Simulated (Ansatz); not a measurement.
System: rock-salt SnTe (cubic form, which distorts at low temperature). Method: r²SCAN-D4 in Ansatz (PAW).

Settings: plane-wave cutoff 560 eV, 10×10×10 k mesh, Fermi–Dirac smearing 0.01 eV, scalar-relativistic PAW data made under PBE.

Properties against volume:

| V (Å³/atom) | P (GPa) | direct gap at Γ (eV) |
|---|---|---|
| 29.956 | 3.17 | 6.151 |
| 30.593 | 1.98 | 6.042 |
| 31.231 | 0.95 | 5.935 |
| 31.868 | 0.00 | 5.831 |
| 32.506 | -0.86 | 5.729 |
| 33.143 | -1.61 | 5.629 |
| 33.780 | -2.16 | 5.532 |

The fundamental gap (0.09 eV at the equilibrium volume, with added k points) lies elsewhere than Γ–Γ.

Note: symmetry holds this phase in the static calculation, where it need not be a minimum.

Spin–orbit coupling is not included; it can close the smallest gap of 0.09 eV.

Ansatz is an electronic-structure program.
